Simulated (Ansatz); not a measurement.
Saddle point of AlH3, singlet (AlH + H₂ → AlH + H₂; bonds formed: Al1–H4, H2–H3; bonds broken: Al1–H2, H3–H4), PBE0-D4/def2-TZVP structure:

```csv
atom,x (Å),y (Å),z (Å)
Al1,-1.0537,0.2336,-0.4954
H2,0.6802,-0.1124,-0.8072
H3,0.5413,-0.1200,0.2545
H4,-0.1678,-0.0012,1.0483
```

Energies are electronic, without zero-point energy. Barriers and step energies count from the start structure reached by relaxing down the imaginary mode; all methods use the PBE0-D4 structures, on which another method's saddle can fall below an end. Program: Ansatz 0.2.0. Basis: def2-TZVPP, with def2-QZVPP for the basis limit. Cores are frozen in the correlated methods. B3LYP uses VWN-RPA correlation. Extrapolation: Hartree–Fock as exp(−7.88 √X), correlation as X^−2.97.

| method | barrier (eV) | step energy (eV) |
| --- | --- | --- |
| SPW92 | 0.058 | 0.000 |
| PBE-D4 | 0.300 | 0.000 |
| BLYP-D4 | 0.462 | 0.000 |
| r2SCAN-D4 | 0.282 | 0.000 |
| B97M-V | 0.371 | 0.000 |
| PBE0-D4 | 0.388 | 0.000 |
| B3LYP-D4 | 0.509 | 0.000 |
| r2SCAN0-D4 | 0.382 | 0.000 |
| BHLYP-D4 | 0.632 | 0.000 |
| CAM-B3LYP-D4 | ? | 0.000 |
| wB97X-V | 0.552 | 0.000 |
| wB97M-V | 0.529 | 0.000 |
| B2PLYP | 0.550 | 0.000 |
| PBE-QIDH | ? | 0.000 |
| RPA on PBE | 0.633 | 0.000 |
| HF | ? | 0.000 |
| MP2 | 0.596 | 0.000 |
| CCSD | 0.664 | 0.000 |
| CCSD(T) | 0.608 | 0.000 |

**Question.** Fill in the withheld barriers. (Judge from chemistry; the value comes from the calculation.)

**Answer.** Computed: HF 0.972; CAM-B3LYP-D4 0.526; PBE-QIDH 0.503 eV. Each is the energy of the saddle less that of the start structure, by the same method.

For comparison, the barrier by CCSD(T) at an estimated basis limit (MP2 extrapolated from triple and quadruple zeta, plus CCSD(T) − MP2 in triple zeta) is 0.596 eV.

No T1 diagnostic of these runs exceeds 0.016. The restricted Hartree–Fock reference is unstable towards an unrestricted one at one or more of these structures.

For scale, one of the runs: CCSD(T)/def2-TZVPP, 84 basis functions, launched by `ansatz run in.yaml --threads 2 --pin off --events-out ev --progress --plain --max-ram 4352MiB`. Hardware: 2 CPU threads of an Arm Neoverse V2, shared host. Wall time about 0.6 s.
